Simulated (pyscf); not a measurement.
Routes from F–SiH₃ (SMILES F[SiH3]) + F–SiH: (SMILES F[SiH]) [singlet]

Candidate steps break at most two bonds and form at most two. Each was searched with GFN2-xTB (tblite) first. Single points on ωB97X-D3(BJ)/def2-SVP structures (PySCF, gas phase). Correlated levels are frozen-core, on RHF or UHF. ΔMP2 is the change of the MP2 total energy from the triple- to the quadruple-zeta basis. Energies: CCSD(T)/def2-TZVPP + ΔMP2(QZVPP), kJ/mol, from the separated reactants, singlet surface; ΔG‡ with ideal gas, 1 atm, RRHO with modes under 100 cm⁻¹ raised to 100, one conformer, R ln 2 for chiral ones without a mode under 150 cm⁻¹.

```
products                                   type   ΔE‡      ΔE  ΔG‡ 298 K  ΔG‡ 900 K  ν‡ (cm⁻¹)
-------------------------  --------------------  ----  ------  ---------  ---------  ---------
F–SiH₂–SiH₂–F                         insertion  13.3  -178.9       62.5      154.9       298i
F–SiH(F)–SiH₃                         insertion  20.6  -211.7       70.5      161.3       264i
F–Si:–F [singlet] + SiH₄   four-centre exchange  30.6   -85.7       83.7      179.9       353i
F–SiH₂–F + SiH₂ [singlet]  four-centre exchange  31.0    +8.5       85.1      184.4       161i
```

Row 1: On the reactant side the descent ends in a complex (not fully relaxed), 20.4 kJ/mol under the separated species and 10.3 kJ/mol under the saddle at ωB97X-D3(BJ)/def2-TZVP. Row 2: On the reactant side the descent ends in an adduct with a F–Si contact (not fully relaxed), 29.7 kJ/mol under the separated species and 26.8 kJ/mol under the saddle at ωB97X-D3(BJ)/def2-TZVP. Row 3: On the reactant side the descent ends in an adduct with a F–Si contact, 31.1 kJ/mol under the separated species and 39.0 kJ/mol under the saddle at ωB97X-D3(BJ)/def2-TZVP. Row 4: On the reactant side the descent ends in an adduct with a Si–Si, H–Si contact, 48.3 kJ/mol under the separated species and 58.9 kJ/mol under the saddle at ωB97X-D3(BJ)/def2-TZVP. On the product side the descent ends in an adduct with a F–Si contact, 39.9 kJ/mol under the separated species and 37.3 kJ/mol under the saddle at ωB97X-D3(BJ)/def2-TZVP. 

Plain bond fissions and candidates not yet searched are not listed, and one of them may be faster. Each barrier is that of the saddle found; lower ones may exist. The CCSD(T) − MP2 part came from Ansatz, without density fitting, on the same reference.
